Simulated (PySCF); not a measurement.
# 3,3,3-trifluoroprop-1-yne (C3HF3): a tour of settings

Which settings matter for 3,3,3-trifluoroprop-1-yne (C3HF3) (`C#CC(F)(F)F`), and how do bad ones show?

Programs: PySCF 2.14.0, with density-fitted response routines of our own. Each step states its level of theory. These are calculated values for one molecule, in the gas phase or a continuum, unless marked as measured. Atoms count from 0, in the outputs and in this text.

### 1 The starting structure

7 atoms, charge 0, multiplicity 1; geometry from: GFN2-xTB.

Bonds of the start (Å): C0–C1 1.20, C1–C2 1.46, C2–F3 1.34, C2–F4 1.34, C2–F5 1.34, C0–H6 1.05.

### 2 J couplings: PBE0/Sadlej pVTZ

Job settings and geometry (Å):

```
{"job": {"kind": "j", "xc": "PBE0", "basis": "Sadlej pVTZ"}, "charge": 0, "multiplicity": 1}
C      1.747063    -0.137624     0.013814
C      0.554807    -0.043446     0.001916
C     -0.898499     0.071844    -0.012932
F     -1.446711    -0.629482    -1.016353
F     -1.448937    -0.379198     1.123974
F     -1.298998     1.343351    -0.161843
H      2.794607    -0.220541     0.024346
```

Level: PBE0/Sadlej pVTZ indirect spin-spin coupling, non-relativistic, gas phase.

Command:

```bash
OMP_NUM_THREADS=1 python probes_run.py task.json out
```

The driver reads the jobs from task.json and runs them one after another.

The log of the run:

```text
coarse grid: 7136 points
cycle   1  E = -413.9184138043  dE =  1.070e+00  |g| = 8.855e-01  |ddm| = 1.475e+01
cycle   2  E = -413.7576128800  dE =  1.608e-01  |g| = 1.353e+00  |ddm| = 3.827e+00
cycle   3  E = -414.0552328622  dE = -2.976e-01  |g| = 1.684e-01  |ddm| = 2.071e+00
cycle   4  E = -414.0608882930  dE = -5.655e-03  |g| = 8.106e-02  |ddm| = 3.558e-01
cycle   5  E = -414.0624636204  dE = -1.575e-03  |g| = 1.746e-02  |ddm| = 1.501e-01
cycle   6  E = -414.0625357206  dE = -7.210e-05  |g| = 2.003e-03  |ddm| = 8.655e-02
cycle   7  E = -414.0625366515  dE = -9.310e-07  |g| = 3.286e-04  |ddm| = 9.118e-03
final grid: 73808 points
cycle   8  E = -414.0734003840  dE = -2.502e-05  |g| = 4.065e-03  |ddm| = 1.861e-01
cycle   9  E = -414.0733986766  dE =  1.707e-06  |g| = 5.397e-03  |ddm| = 3.588e-02
cycle  10  E = -414.0734038072  dE = -5.131e-06  |g| = 3.737e-04  |ddm| = 1.302e-02
cycle  11  E = -414.0734038361  dE = -2.888e-08  |g| = 1.183e-04  |ddm| = 2.989e-03
cycle  12  E = -414.0734038385  dE = -2.401e-09  |g| = 6.398e-05  |ddm| = 6.398e-04
cycle  13  E = -414.0734038392  dE = -7.373e-10  |g| = 2.335e-05  |ddm| = 1.123e-04
converged SCF energy = -414.0734038392

Indirect spin-spin couplings (Hz)
  i      j    bonds     total        FC       PSO       DSO        SD
  0 C    1 C    1    210.018   191.521     6.582     0.132    11.783
  0 C    2 C    2     23.027    21.182     1.321    -0.065     0.588
  0 C    3 F    3      3.723     6.941    -0.871    -0.310    -2.037
  0 C    4 F    3      3.725     6.937    -0.866    -0.310    -2.037
  0 C    5 F    3      3.705     6.924    -0.875    -0.310    -2.035
  0 C    6 H    1    253.888   254.895    -2.275     0.519     0.749
  1 C    2 C    1    140.998   142.281    -2.073     0.429     0.361
  1 C    3 F    2     51.853    50.522    -0.310     0.075     1.566
  1 C    4 F    2     51.825    50.494    -0.312     0.075     1.568
  1 C    5 F    2     51.818    50.490    -0.310     0.075     1.563
  1 C    6 H    2     47.656    43.018     5.042    -1.133     0.729
  2 C    3 F    1   -334.736  -311.717   -31.076     1.416     6.641
  2 C    4 F    1   -334.713  -311.676   -31.087     1.416     6.634
  2 C    5 F    1   -334.750  -311.735   -31.072     1.416     6.642
  2 C    6 H    3      5.709     5.558     0.394    -0.326     0.083
  3 F    4 F    2     73.695    44.228   -17.967    -0.407    47.841
  3 F    5 F    2     73.919    44.374   -17.932    -0.407    47.884
  3 F    6 H    4     -4.215    -3.799     0.134    -1.224     0.674
  4 F    5 F    2     73.849    44.461   -18.040    -0.406    47.835
  4 F    6 H    4     -4.206    -3.791     0.135    -1.225     0.675
  5 F    6 H    4     -4.206    -3.788     0.133    -1.224     0.673
```

Wall time 17 s (1 thread of Arm Neoverse V1, shared host); peak memory 0.59 GiB.

This basis has no tight s functions, so the Fermi-contact terms are rough.

A choice of the couplings up to four bonds, sorted by the number of bonds, with means over like pairs; isotopes 13C, 19F, 1H:

| pair | bonds | J (Hz) | Fermi contact (Hz) |
| --- | --- | --- | --- |
| C2–F3 | 1 | -334.7 | -311.7 |
| C0–H6 | 1 | 253.9 | 254.9 |
| C0–C1 | 1 | 210.0 | 191.5 |
| C1–C2 | 1 | 141.0 | 142.3 |
| F3–F4 | 2 | 73.8 | 44.4 |
| C1–F3 | 2 | 51.8 | 50.5 |
| C1–H6 | 2 | 47.7 | 43.0 |
| C0–C2 | 2 | 23.0 | 21.2 |
| C2–H6 | 3 | 5.7 | 5.6 |
| C0–F3 | 3 | 3.7 | 6.9 |
| F3–H6 | 4 | -4.2 | -3.8 |

### 3 NMR shieldings: PBE0/pcSseg-1 in cyclohexane

Same as in step 2 but for these lines:

```diff
@@ -1,2 +1,2 @@
-{"job": {"kind": "j", "xc": "PBE0", "basis": "Sadlej pVTZ"}, "charge": 0, "multiplicity": 1}
+{"job": {"kind": "nmr", "xc": "PBE0", "basis": "pcSseg-1", "solvent": "cyclohexane", "pop": true, "scf": {"aux": "def2-universal-jkfit"}}, "charge": 0, "multiplicity": 1}
 C      1.747063    -0.137624     0.013814
```

With the program's defaults for keys left out, this is: GIAO PBE0/pcSseg-1 NMR shielding, non-relativistic, IEF-PCM cyclohexane.

The log of the run:

```text
final grid: 73808 points
cycle   1  E = -413.7766997531  dE =  1.037e+00  |g| = 9.131e-01  |ddm| = 2.726e+00
cycle   2  E = -413.6243310882  dE =  1.524e-01  |g| = 1.369e+00  |ddm| = 1.193e+00
cycle   3  E = -413.9145989872  dE = -2.903e-01  |g| = 1.600e-01  |ddm| = 7.215e-01
cycle   4  E = -413.9194069461  dE = -4.808e-03  |g| = 7.889e-02  |ddm| = 1.434e-01
cycle   5  E = -413.9208682241  dE = -1.461e-03  |g| = 1.686e-02  |ddm| = 5.064e-02
cycle   6  E = -413.9209270805  dE = -5.886e-05  |g| = 1.810e-03  |ddm| = 1.405e-02
cycle   7  E = -413.9209277921  dE = -7.116e-07  |g| = 2.622e-04  |ddm| = 1.544e-03
cycle   8  E = -413.9209278052  dE = -1.312e-08  |g| = 8.241e-05  |ddm| = 2.388e-04
cycle   9  E = -413.9209278066  dE = -1.383e-09  |g| = 5.827e-06  |ddm| = 7.882e-05
cycle  10  E = -413.9209278066  dE = -3.979e-12  |g| = 3.834e-06  |ddm| = 6.543e-06
converged SCF energy = -413.9209278066

GIAO shielding tensors (ppm)
atom      isotropic    diamagn.    paramagn.     s11        s22        s33       span
  0 C      100.829     253.793    -152.964     30.619     30.630    241.239    210.620
  1 C      112.370     261.013    -148.643     18.814     18.823    299.474    280.660
  2 C       64.065     237.753    -173.687     56.229     67.980     67.987     11.758
  3 F      235.015     472.638    -237.623    143.910    218.687    342.447    198.537
  4 F      235.070     472.655    -237.585    144.007    218.794    342.409    198.402
  5 F      234.990     472.646    -237.656    143.882    218.636    342.451    198.569
  6 H       29.130      31.869      -2.739     24.421     24.421     38.547     14.126
```

Run time: 6 s. Hardware: 1 thread of Arm Neoverse V1, shared host; peak memory 0.47 GiB.

The references, computed at this level on geometries of the same kind, shield at (ppm): 1H TMS 31.71, 13C TMS 187.3, 19F CFCl3 172.4. Their shielding less the atom's gives the shift. The references are single molecules in the same continuum, so shifts against H2O, NH3, PH3, H3PO4 or CFCl3 are not on the usual liquid scales and can be off by tens of ppm. Atoms listed in one row are averaged.

| atoms | environment | σ (ppm) | δ (ppm) |
| --- | --- | --- | --- |
| C2 | CF3 carbon | 64.1 | 123.2 |
| C0 | terminal alkyne carbon | 100.8 | 86.5 |
| C1 | alkyne carbon | 112.4 | 74.9 |
| H6 | hydrogen on a terminal alkyne carbon | 29.13 | 2.58 |
| F3, F4, F5 | fluorine of a CF3 group | 235.0 | -62.6 |

Charges from the same density, by scheme (e):

| atoms | Mulliken | IAO | Hirshfeld | ESP fit |
| --- | --- | --- | --- | --- |
| C0 | -0.15 | -0.14 | -0.04 | -0.29 |
| C1 | -0.01 | -0.09 | -0.08 | -0.09 |
| C2 | 0.87 | 0.81 | 0.27 | 0.60 |
| F3, F4, F5 | -0.26 | -0.27 | -0.09 | -0.18 |

Mayer bond orders: C0–C1 2.47, C1–C2 1.05, C2–F3 0.98, C2–F4 0.98, C2–F5 0.98.

### 4 TDDFT and polarisability: PBE0/def2-SVPD in cyclohexane

Job settings and geometry (Å):

```
{"job": {"kind": "uv", "xc": "PBE0", "basis": "def2-SVPD", "solvent": "cyclohexane", "nstates": 1, "ntriplets": 2, "tda": false, "scf": {"conv": 1e-07}}, "charge": 0, "multiplicity": 1}
C      1.747063    -0.137624     0.013814
C      0.554807    -0.043446     0.001916
C     -0.898499     0.071844    -0.012932
F     -1.446711    -0.629482    -1.016353
F     -1.448937    -0.379198     1.123974
F     -1.298998     1.343351    -0.161843
H      2.794607    -0.220541     0.024346
```

With the program's defaults for keys left out, this is: TDDFT PBE0/def2-SVPD, vertical, IEF-PCM cyclohexane (non-equilibrium linear response), core orbitals frozen in the response.

The log of the run:

```text
final grid: 73808 points
cycle   1  E = -413.5285641243  dE =  9.983e-01  |g| = 8.574e-01  |ddm| = 7.442e+00
cycle   2  E = -413.3925743908  dE =  1.360e-01  |g| = 1.266e+00  |ddm| = 2.392e+00
cycle   3  E = -413.6567276962  dE = -2.642e-01  |g| = 1.592e-01  |ddm| = 1.336e+00
cycle   4  E = -413.6618805809  dE = -5.153e-03  |g| = 6.882e-02  |ddm| = 2.483e-01
cycle   5  E = -413.6629967945  dE = -1.116e-03  |g| = 1.705e-02  |ddm| = 1.100e-01
cycle   6  E = -413.6630603896  dE = -6.360e-05  |g| = 1.617e-03  |ddm| = 2.879e-02
cycle   7  E = -413.6630609983  dE = -6.088e-07  |g| = 1.946e-04  |ddm| = 4.636e-03
cycle   8  E = -413.6630610059  dE = -7.615e-09  |g| = 7.117e-05  |ddm| = 4.710e-04
converged SCF energy = -413.6630610059

Static polarisability (au): isotropic 39.874, principal 32.698 32.706 54.218

Singlet excitations
state   eV       nm        f      main configurations
  1   6.5961    188.0   0.00000   H-1->L 0.26, H->L+1 0.26, H->L 0.23

Triplet excitations (Tamm-Dancoff, eV): 5.2241 5.7870
```

It took 6.6 s on 1 thread of Arm Neoverse V1, shared host; peak memory 0.6 GiB.

The orbitals next to the gap, with their largest atomic shares:

| orbital | eV | atoms |
| --- | --- | --- |
| HOMO−3 | -12.47 | F3 24 %, F5 24 %, F4 24 % |
| HOMO−2 | -12.17 | F5 33 %, F4 33 %, F3 33 % |
| HOMO−1 | -9.38 | C1 44 %, C0 42 % |
| HOMO | -9.38 | C1 44 %, C0 42 % |
| LUMO | -0.37 | C0 36 %, C1 31 %, C2 9 % |
| LUMO+1 | -0.37 | C0 36 %, C1 31 %, C2 9 % |
| LUMO+2 | 0.84 | C0 34 %, C1 23 %, C2 18 % |

Further results of this job:

| property | computed |
| --- | --- |
| dipole moment (D) | 2.78 |
| polarisability (Å³) | 5.91 |
| HOMO–LUMO gap (eV) | 9.01 |
| −ε(HOMO) (eV) | 9.38 |

### 5 Indirect couplings: PBE0/def2-TZVPP

Job settings and geometry (Å):

```
{"job": {"kind": "j", "xc": "PBE0", "basis": "def2-TZVPP", "scf": {"guess": "huckel", "level_shift": 0.1}}, "charge": 0, "multiplicity": 1}
C      1.747063    -0.137624     0.013814
C      0.554807    -0.043446     0.001916
C     -0.898499     0.071844    -0.012932
F     -1.446711    -0.629482    -1.016353
F     -1.448937    -0.379198     1.123974
F     -1.298998     1.343351    -0.161843
H      2.794607    -0.220541     0.024346
```

With the program's defaults for keys left out, this is: PBE0/def2-TZVPP indirect spin-spin coupling, non-relativistic, gas phase.

The log of the run:

```text
final grid: 73808 points
cycle   1  E = -410.9378966845  dE =  9.632e-01  |g| = 4.542e+00  |ddm| = 5.989e+00
cycle   2  E = -408.1728291899  dE =  2.765e+00  |g| = 5.142e+00  |ddm| = 2.096e+02
cycle   3  E = -413.9101312223  dE = -5.737e+00  |g| = 9.341e-01  |ddm| = 2.078e+02
cycle   4  E = -413.9370953426  dE = -2.696e-02  |g| = 9.357e-01  |ddm| = 2.628e+00
cycle   5  E = -414.1203032196  dE = -1.832e-01  |g| = 1.807e-01  |ddm| = 9.110e-01
cycle   6  E = -414.1289168439  dE = -8.614e-03  |g| = 3.501e-02  |ddm| = 2.574e-01
cycle   7  E = -414.1292979279  dE = -3.811e-04  |g| = 7.125e-03  |ddm| = 6.322e-02
cycle   8  E = -414.1293089242  dE = -1.100e-05  |g| = 2.296e-03  |ddm| = 1.589e-02
cycle   9  E = -414.1293100432  dE = -1.119e-06  |g| = 7.824e-04  |ddm| = 3.174e-03
cycle  10  E = -414.1293101740  dE = -1.308e-07  |g| = 2.053e-04  |ddm| = 1.502e-03
cycle  11  E = -414.1293101848  dE = -1.080e-08  |g| = 4.162e-05  |ddm| = 4.874e-04
cycle  12  E = -414.1293101852  dE = -4.032e-10  |g| = 7.685e-06  |ddm| = 6.557e-05
level shift removed, Fock matrix diagonalised once more
converged SCF energy = -414.1293101852

Indirect spin-spin couplings (Hz)
  i      j    bonds     total        FC       PSO       DSO        SD
  0 C    1 C    1    213.627   192.259     8.907     0.113    12.348
  0 C    2 C    2     25.410    23.382     1.453    -0.066     0.641
  0 C    3 F    3      3.740     6.826    -0.605    -0.315    -2.166
  0 C    4 F    3      3.743     6.824    -0.599    -0.315    -2.166
  0 C    5 F    3      3.722     6.811    -0.609    -0.315    -2.165
  0 C    6 H    1    249.773   250.373    -1.666     0.432     0.633
  1 C    2 C    1    142.488   143.642    -1.983     0.425     0.404
  1 C    3 F    2     54.101    52.650    -0.310     0.065     1.697
  1 C    4 F    2     54.078    52.626    -0.312     0.065     1.700
  1 C    5 F    2     54.053    52.603    -0.310     0.065     1.695
  1 C    6 H    2     50.855    44.867     5.888    -1.154     1.254
  2 C    3 F    1   -348.631  -324.447   -33.264     1.375     7.704
  2 C    4 F    1   -348.606  -324.402   -33.276     1.375     7.697
  2 C    5 F    1   -348.638  -324.459   -33.260     1.375     7.706
  2 C    6 H    3      5.894     5.695     0.447    -0.330     0.083
  3 F    4 F    2     66.179    34.148   -19.396    -0.479    51.905
  3 F    5 F    2     66.309    34.206   -19.355    -0.478    51.936
  3 F    6 H    4     -4.027    -3.777     0.331    -1.240     0.660
  4 F    5 F    2     66.349    34.392   -19.469    -0.478    51.903
  4 F    6 H    4     -4.020    -3.771     0.333    -1.241     0.660
  5 F    6 H    4     -4.020    -3.769     0.330    -1.240     0.659
```

Run time: 27 s. Hardware: 1 thread of Arm Neoverse V1, shared host; peak memory 0.78 GiB.

This basis has no tight s functions, so the Fermi-contact terms are rough.

Key values: J(C2,F3) -348.6 Hz, J(C0,H6) 249.8 Hz, J(C0,C1) 213.6 Hz (means over like pairs).

### 6 Shielding tensors: KT2/pcSseg-1

Same as in step 5 but for these lines:

```diff
@@ -1,2 +1,2 @@
-{"job": {"kind": "j", "xc": "PBE0", "basis": "def2-TZVPP", "scf": {"guess": "huckel", "level_shift": 0.1}}, "charge": 0, "multiplicity": 1}
+{"job": {"kind": "nmr", "xc": "KT2", "basis": "pcSseg-1", "pop": false, "scf": {"max_cycle": 87}}, "charge": 0, "multiplicity": 3}
 C      1.747063    -0.137624     0.013814
```

With the program's defaults for keys left out, this is: KT2/pcSseg-1.

The log of the run:

```text
NotImplementedError: this response code serves closed shells only; the SCF ended at -420.03275680 Eh with <S^2> = 2.0062
```

Run time: 7.3 s. Hardware: 1 thread of Arm Neoverse V1, shared host; peak memory 0.49 GiB.

**What went wrong.** The input makes an open shell, and this response code serves closed shells alone. Cure: restore the closed-shell charge and spin, or use an unrestricted response code.

### 7 Comparing the runs: spin-spin couplings

Couplings (Hz), each a mean over the pairs like the one named, with basis size and wall time:

| run | C2–F3 | C0–H6 | C0–C1 | C1–C2 | F3–F4 | C1–F3 | C1–H6 | functions | time |
| --- | --- | --- | --- | --- | --- | --- | --- | --- | --- |
| PBE0/Sadlej pVTZ | -334.7 | 253.9 | 210.0 | 141.0 | 73.8 | 51.8 | 47.7 | 153 | 17 s |
| PBE0/def2-TZVPP | -348.6 | 249.8 | 213.6 | 142.5 | 66.3 | 54.1 | 50.9 | 200 | 27 s |

### 8 What came out

| quantity | value |
| --- | --- |
| largest coupling of the table (PBE0/Sadlej pVTZ) | 1J(C,F) C2–F3, -334.7 Hz |
| 13C shifts against TMS (PBE0/pcSseg-1, cyclohexane) | 123.2, 86.5, 74.9 ppm |
| 1H shifts against TMS (PBE0/pcSseg-1, cyclohexane) | 2.58 ppm |
| 19F shifts against CFCl3 (PBE0/pcSseg-1, cyclohexane, means over atoms taken as alike) | -62.6 ppm |
| lowest singlet (PBE0/def2-SVPD) | 6.60 eV (188 nm), f = 0.000 |
| lowest triplet | 5.22 eV |
| range of J(C2,F3), mean over like pairs | -348.6 to -334.7 Hz |
| property runs in this session | 5, of which 1 failed and 0 gave unsound results |

What this shows: Single values in the summary come from the first run of each kind that ended normally (PBE0/Sadlej pVTZ; PBE0/pcSseg-1; PBE0/def2-SVPD), which need not be the best level. In the run at PBE0/Sadlej pVTZ, the largest coupling of the table is C2–F3 (mean over like pairs), -334.7 Hz, of which the Fermi-contact term gives -311.7 Hz. Density functionals describe couplings to fluorine poorly, F–F couplings above all, so those rows are rough. At PBE0/pcSseg-1: The widest tensor belongs to C1: span 281 ppm, with a paramagnetic part of -149 ppm. The lowest singlet, at 6.60 eV, is HOMO−1→LUMO 0.26, HOMO→LUMO+1 0.26 and is dark. The lowest triplet lies 1.37 eV below the lowest singlet (triplets in Tamm-Dancoff, singlets in full TDDFT). The coupling C2–F3, as a mean over pairs of its kind, runs from -348.6 Hz (PBE0/def2-TZVPP) to -334.7 Hz (PBE0/Sadlej pVTZ). Couplings from bases without tight functions are rough.
